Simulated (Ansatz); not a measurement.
```yaml
crystal:
  periodic: [false, false, false]
  atoms:
    - {symbol: Al, position_ang: [-1.211763, 0.916696, -0.996163]}
    - {symbol: Si, position_ang: [0.643546, 0.023785, 0.345493]}
    - {symbol: S, position_ang: [0.204985, -2.042578, 0.740512]}
    - {symbol: H, position_ang: [-2.432425, -0.009854, -1.406386]}
    - {symbol: H, position_ang: [-1.181107, 2.437318, -1.453171]}
    - {symbol: H, position_ang: [0.805256, 0.769651, 1.628322]}
    - {symbol: H, position_ang: [1.948537, 0.144992, -0.368918]}
    - {symbol: H, position_ang: [1.315171, -2.297109, 1.454613]}
basis:
  gaussian: {orbitals: "6-31G*"}
hamiltonian: {xc: {name: HSE06}}
output: {forces: true}
```

```sh
$ ansatz run in.yaml --threads 2 --pin off --events-out ev --progress --plain --max-ram 4352MiB
```

Output, abridged:

```
Functional definition: HSE06
656 factors; integrals over basis functions are off by at most 8.4e-4 eV
109 factors; integrals over basis functions are off by at most 5.3e-7 eV
mean field evaluation 1: about -25378.1395 eV, gradient 1.4e1 eV
mean field evaluation 2: about -25378.5068 eV, gradient 1.1e1 eV
mean field evaluation 4: about -25378.9093 eV, gradient 4.7e-1 eV
mean field evaluation 8: about -25379.0551 eV, gradient 6.5e-2 eV
mean field -25379.05510189 eV, -932.6630724532 hartree, gradient 7.9e-5 eV, S^2 0.000000; 0 other end points of the search recorded, 0 dependent functions left out
reference -25379.05514927 eV, -932.6630741942 hartree; 24, 24 occupied and 43, 43 virtual orbitals, 656 factors
Total energy: -25379.05514927 eV, -932.6630741942 hartree
Atom 0 at    -1.211763     0.916696    -0.996163 Å, force     0.059423    -0.018309     0.040019 eV/Å
Atom 1 at     0.643546     0.023785     0.345493 Å, force    -0.099342     0.151461    -0.104085 eV/Å
Atom 2 at     0.204985    -2.042578     0.740512 Å, force    -0.059923    -0.120096     0.003134 eV/Å
Atom 3 at    -2.432425    -0.009854    -1.406386 Å, force    -0.073874    -0.057858    -0.024292 eV/Å
Atom 4 at    -1.181107     2.437318    -1.453171 Å, force     0.004141     0.099368    -0.028723 eV/Å
Atom 5 at     0.805256     0.769651     1.628322 Å, force     0.028099     0.028074     0.051423 eV/Å
Atom 6 at     1.948537     0.144992    -0.368918 Å, force     0.063853     0.008796    -0.010614 eV/Å
Atom 7 at     1.315171    -2.297109     1.454613 Å, force     0.077623    -0.091435     0.073138 eV/Å
Dipole moment:     0.142475     0.234744     0.007974 e Å
```

Hardware: 2 threads of an Arm Neoverse V1 on a shared host. Wall time 1.8 s, peak host memory 0.37 GiB.
